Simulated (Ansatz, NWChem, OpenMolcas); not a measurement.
**Errors in the vertical ionisation energy**

8 molecules; the vertical ionisation energy in eV, computed less measured. Shapes, held fixed at every level: PBE0-D4/def2-TZVP. No vibrational averaging. Programs: Ansatz 0.2.0, NWChem 7.3.0, OpenMolcas 26.06. A level may come from different programs for different species; with the same settings they agree closely. Measured values: NIST CCCBDB.

Levels: A = r2SCAN-D4/def2-TZVPP; B = B3LYP/6-31G* (spherical functions); C = PBE0-D4/def2-TZVPP; D = wB97M-V/def2-TZVPP.

| molecule | measured | A | B | C | D |
| --- | --- | --- | --- | --- | --- |
| CO (SMILES [C-]#[O+]) | 14.01 | -0.18 | +0.01 | -0.02 | +0.21 |
| N2 (SMILES N#N) | 15.58 | 0.00 | +0.16 | +0.17 | +0.38 |
| HCN (hydrogen cyanide) | 13.61 | +0.04 | +0.01 | +0.04 | +0.01 |
| CO2 (carbon dioxide) | 13.78 | -0.11 | -0.11 | -0.03 | 0.00 |
| SO2 (sulfur dioxide) | 12.50 | -0.32 | -0.30 | -0.13 | -0.01 |
| C2H2 (acetylene) | 11.49 | -0.23 | -0.35 | -0.19 | -0.20 |
| CH4O (methanol) | 10.96 | -0.28 | -0.32 | -0.17 | -0.07 |
| CH4S (methanethiol) | 9.44 | -0.18 | -0.08 | -0.11 | -0.03 |

Which level does best on this set, which worst, and which err to one side?


| level | kind | mean error | mean absolute error | worst case |
| --- | --- | --- | --- | --- |
| r2SCAN-D4/def2-TZVPP | meta-GGA | -0.158 | 0.167 | SO2 |
| B3LYP/6-31G* (spherical functions) | global hybrid | -0.122 | 0.167 | C2H2 |
| PBE0-D4/def2-TZVPP | global hybrid | -0.055 | 0.108 | C2H2 |
| wB97M-V/def2-TZVPP | range-separated hybrid | +0.036 | 0.114 | N2 |

On this set PBE0-D4/def2-TZVPP has the smallest mean absolute error and r2SCAN-D4/def2-TZVPP the largest. Without SO2 the largest would be that of B3LYP/6-31G* (spherical functions). r2SCAN-D4/def2-TZVPP is too low in 6 of 8; PBE0-D4/def2-TZVPP is too low in 6 of 8. The levels differ in basis as well as in method. The smallest two are near a tie. The largest two are near a tie. The set is small.
